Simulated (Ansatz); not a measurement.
Rutile PbO2, relaxed in Ansatz (plane waves) with several semilocal functionals. Each gives its own volume and its own bulk modulus:

```csv
level,V0 (Å³/atom),bulk modulus B0 (GPa),ln V0,ln B0
LDA,13.776,140.2,2.6229,4.9431
r²SCAN,14.107,134.2,2.6467,4.8993
PBE,14.819,106.4,2.6959,4.6672
```

### Question
Fit a straight line to ln B0 against ln V0. What does it predict for PBEsol, whose volume is 14.206 Å³/atom?

### Answer
With x = ln V0 and y = ln B0: means 2.65517 and 4.83653; Σ(Δx Δy) = -0.01087, Σ(Δx²) = 0.002772, so the slope is -3.92. At x = 2.6537 the line gives y = 4.83653 + (-3.92) × (2.6537 − 2.65517) = 4.8423, or 126.8 GPa. The run with PBEsol gives 124.9 GPa, -1.5 % from the line. The rows used scatter about it by up to 3.0 %, while the largest value lies 32 % above the smallest. For comparison, PBE's own equation of state has B′ = 6.2, the slope −d ln B/d ln V at a fixed functional; the two needn't agree, since functionals also differ at one volume.

Ansatz's density-functional and Hartree–Fock values are scalar-relativistic unless marked +SOC, with PAW data made under PBE.

Ansatz is a first-principles code.
